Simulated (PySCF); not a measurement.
## Löwdin shares of the frontier orbitals

Species: H₃O₃P.
Structure used (GFN2-xTB), in Å, numbered top down from 1:
```
atom  x, y, z in Å
O1    -0.2044    0.6176    1.3994
P2     0.0009    0.3424   -0.0216
O3     1.3314   -0.4793   -0.3255
O4    -1.1736   -0.5119   -0.6781
H5     0.1141    1.3908   -0.9009
H6     1.7678   -0.6684    0.5053
H7    -1.8328   -0.6862   -0.0058
```

Computed, not measured: TDDFT CAM-B3LYP/def2-SVPD, vertical, gas phase, core orbitals frozen in the response (PySCF 2.14.0, density-fitted response routines).

Frontier orbitals with the atoms that hold most of them (Löwdin shares over 4%, at most four atoms; ? is withheld):

| orbital | ε (eV) | atoms |
| --- | --- | --- |
| HOMO-3 | -12.17 | O3 31%, O1 20%, O4 18%, P2 15% |
| HOMO-2 | -12.05 | O4 50%, O3 37%, P2 5% |
| HOMO-1 | -10.58 | ? |
| HOMO | -10.53 | O1 69%, O4 11%, O3 10%, P2 8% |
| LUMO | ? | ? |
| LUMO+1 | 1.43 | O4 27%, O3 27%, O1 14%, H6 13% |
| LUMO+2 | 1.93 | H5 35%, P2 24%, O3 13%, O4 13% |

Task: Give the leading atoms of the HOMO-1.

Result: O1 (bonded to P) 71%; P2 (bonded to 3 O and H) 16%; H5 (bonded to P) 5%; O3 (bonded to P and H) 4%. By element: oxygen 75% or more, phosphorus 16%, hydrogen 5% or more.

Task: Give the leading atoms of the LUMO.

Result: O3 (bonded to P and H) 23%; O4 (bonded to P and H) 23%; P2 (bonded to 3 O and H) 20%; H6 (bonded to O) 12%. By element: oxygen 45% or more, phosphorus 20%, hydrogen 12% or more.

Task: What is the LUMO energy, and the HOMO–LUMO gap?

Result: ε(LUMO) = 0.90 eV; the gap is 11.43 eV (0.4200 hartree).

Task: The HOMO–LUMO gap is 11.43 eV. Where does the response calculation put the lowest singlet, and from which orbitals?

Result: S1 is at 8.15 eV (f = 0.036), 3.28 eV below the gap, made of HOMO→LUMO (94%). Without the coupling terms of the response equations the lowest excitation would equal the gap.

Task: Give energy, strength and leading configuration of S1, S2, S3 and S7, and follow the Löwdin shares of the leading atoms from the occupied to the empty orbital.

Result: 
- S1 (8.15 eV, f 0.036), HOMO→LUMO (94%): O1 69% → at most 12%, O4 11% → 23%, O3 10% → 23%
- S2 (8.34 eV, f 0.040), HOMO-1→LUMO (89%): O1 71% → at most 12%, P2 16% → 20%, O3 4% → 23%, O4 at most 5% → 23%
- S3 (8.69 eV, f 0.012), HOMO-1→LUMO+1 (81%): O1 71% → 14%, P2 16% → at most 13%, O4 at most 5% → 27%, O3 4% → 27%
- S7 (9.26 eV, f 0.026), HOMO-2→LUMO (72%): O4 50% → 23%, O3 37% → 23%

The run took 8.5 s wall on one thread, Arm Neoverse V1, on a shared host.

One conformer stands for the species.
